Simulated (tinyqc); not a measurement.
Inside a calculation. Method: MP2 on RHF in the sto-3g basis, for HF, spin multiplicity 1. One step of it, computed by the program tinyqc.

Task: Second-order Moller-Plesset energy. E2 = sum_ijab (ia|jb) [2 (ia|jb) - (ib|ja)] / (e_i + e_j - e_a - e_b) over occupied i, j and virtual a, b; the opposite-spin part is (ia|jb)^2 / denominator, the rest is same-spin, and SCS-MP2 scales them by 6/5 and 1/3.

orbital energies (hartree): MO1 -25.904842, MO2 -1.455994, MO3 -0.569219, MO4 -0.462827, MO5 -0.462827, MO6 0.575532

Two-electron integrals over orbitals (pq|rs), unique and non-zero (hartree):
```
(11|11) 5.362720    (21|11) -0.506891   (21|21) 0.075754    (22|11) 1.203773
(22|21) -0.020163   (22|22) 0.857590    (31|11) 0.154226    (31|21) -0.021293
(31|22) 0.012443    (31|31) 0.022367    (32|11) -0.143716   (32|21) 0.008244
(32|22) -0.023961   (32|31) 0.020924    (32|32) 0.155779    (33|11) 0.989303
(33|21) -0.010715   (33|22) 0.748312    (33|31) -0.005038   (33|32) -0.044359
(33|33) 0.755572    (41|41) 0.029595    (42|41) 0.039194    (42|42) 0.181885
(43|41) -0.010965   (43|42) -0.041289   (43|43) 0.046415    (44|11) 1.264009
(44|21) -0.014514   (44|22) 0.880177    (44|31) 0.004487    (44|32) -0.077190
(44|33) 0.746017    (44|44) 0.997514    (51|51) 0.029595    (52|51) 0.039194
(52|52) 0.181885    (53|51) -0.010965   (53|52) -0.041289   (53|53) 0.046415
(54|54) 0.053770    (55|11) 1.264009    (55|21) -0.014514   (55|22) 0.880177
(55|31) 0.004487    (55|32) -0.077190   (55|33) 0.746017    (55|44) 0.889973
(55|55) 0.997514    (61|11) 0.160151    (61|21) -0.025937   (61|22) 0.000625
(61|31) -0.008983   (61|32) -0.024948   (61|33) 0.011612    (61|44) 0.004414
(61|55) 0.004414    (61|61) 0.025075    (62|11) -0.234303   (62|21) 0.005239
(62|22) -0.124713   (62|31) -0.020204   (62|32) -0.049777   (62|33) -0.035373
(62|44) -0.122782   (62|55) -0.122782   (62|61) 0.016144    (62|62) 0.096087
(63|11) -0.364273   (63|21) 0.006345    (63|22) -0.173887   (63|31) 0.002156
(63|32) 0.094229    (63|33) -0.120386   (63|44) -0.202009   (63|55) -0.202009
(63|61) -0.006305   (63|62) 0.054995    (63|63) 0.182944    (64|41) -0.010304
(64|42) -0.040890   (64|43) -0.015607   (64|64) 0.031254    (65|51) -0.010304
(65|52) -0.040890   (65|53) -0.015607   (65|65) 0.031254    (66|11) 0.882312
(66|21) -0.009023   (66|22) 0.677317    (66|31) 0.015265    (66|32) 0.068215
(66|33) 0.668561    (66|44) 0.648847    (66|55) 0.648847    (66|61) -0.009505
(66|62) -0.065803   (66|63) -0.015695   (66|66) 0.710667
```

Hartree-Fock energy = -98.57258130 hartree

Give: Terms; Pair energies; MP2 correlation energy; SCS-MP2 correlation energy; MP2 total energy.

Result:

Terms:
```
i  j  a  b  (ia|jb)  (ib|ja)  denominator       term
3  3  6  6   0.1829   0.1829      -2.2895    -0.0146
2  2  6  6   0.0961   0.0961      -4.0631    -0.0023
3  2  6  6   0.0550   0.0550      -3.1763    -0.0010
2  3  6  6   0.0550   0.0550      -3.1763    -0.0010
5  5  6  6   0.0313   0.0313      -2.0767  -4.70e-04
4  4  6  6   0.0313   0.0313      -2.0767  -4.70e-04
1  1  6  6   0.0251   0.0251     -52.9607  -1.19e-05
2  1  6  6   0.0161   0.0161     -28.5119  -9.14e-06
1  2  6  6   0.0161   0.0161     -28.5119  -9.14e-06
1  3  6  6  -0.0063  -0.0063     -27.6251  -1.44e-06
3  1  6  6  -0.0063  -0.0063     -27.6251  -1.44e-06
```

Pair energies (hartree; pair i-j sums ij and ji):
```
pair  opposite spin  same spin
1-1       -1.19e-05     0.0000
2-1       -1.83e-05     0.0000
2-2         -0.0023     0.0000
3-1       -2.88e-06     0.0000
3-2         -0.0019     0.0000
3-3         -0.0146     0.0000
4-4       -4.70e-04     0.0000
5-5       -4.70e-04     0.0000
```

MP2 correlation energy = -0.019769 hartree

SCS-MP2 correlation energy = -0.023722 hartree

MP2 total energy = -98.592350 hartree
